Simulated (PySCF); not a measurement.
Metal–ligand bonds in Zn(Cl)1–Y. All species are isolated molecules in the gas phase. One relaxed conformer stands for each flexible species; it need not be the lowest. Multiplicities are imposed; where one is given, others were not computed. Strings in code marks are SMILES.

The dipole moment from two functionals at the same geometries (r2SCAN-D4/def2-SVP), both in PySCF: PBE-D3(BJ)/def2-TZVP and B3LYP-D3(BJ)/def2-TZVP. B3LYP has the VWN-RPA correlation part, as in Gaussian. 

```tsv
species	PBE-D3(BJ)/def2-TZVP (D)	B3LYP-D3(BJ)/def2-TZVP (D)
Y = F ([Zn(Cl)(F)])	0.58	0.64
Y = Br	0.35	0.33
Y = CH3 ([Zn(Cl)(CH3)])	2.45	2.48
free radical NH2 (`[NH2]`)	1.92	1.96
free radical OCH3 (`C[O]`)	2.09	2.06
free radical N(CH3)2 (`[N](C)C`)	1.71	1.73
```

Over these rows, drawn at random from the members with no instability flagged (it was tested for open shells, ions and some series alone), PBE minus B3LYP-D3(BJ): mean -0.02 D, from -0.06 D to +0.03 D.
